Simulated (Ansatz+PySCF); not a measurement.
## singlet H₅O₂(+): levels of theory in one basis

| atom | x (Å) | y (Å) | z (Å) |
| --- | --- | --- | --- |
| H | 0.0000 | 0.0000 | -0.0248 |
| O | 1.1917 | 0.0423 | 0.0327 |
| O | -1.1917 | -0.0423 | 0.0327 |
| H | 1.6054 | 0.8024 | 0.4713 |
| H | -1.6054 | -0.8024 | 0.4713 |
| H | 1.7350 | -0.2354 | -0.7208 |
| H | -1.7350 | 0.2354 | -0.7208 |

Basis set: def2-SVP (spherical functions). Correlated methods keep 2 orbitals frozen. Charge 1, multiplicity 1.

Computed with Ansatz (development build ahead of 0.2.0); each method stands on the lowest determinant of its kind that the runs found. NEVPT2 correlates all electrons. Active spaces start from the frontier orbitals, and the lowest solution found is given.

```
        method  E − E(RHF) (eV)  <S²> of the determinant
           RHF             0.00                     0.00
       RHF-MP2           -11.26                        –
      RHF-CCSD           -11.75                        –
   RHF-CCSD(T)           -11.95                        –
SC-NEVPT2(2,2)           -11.23                        –
```

Problem. What does CASSCF(2,2) give on the same scale?

Solution. -0.40 eV.

Problem. Is a single determinant a sound starting point here?

Solution. By this sign, yes. Unrestricted orbitals gain 0.00 eV and <S²> is 0.00 against 0.00 for a pure state. The CASSCF(2,2) natural occupations are 1.99, 0.01.
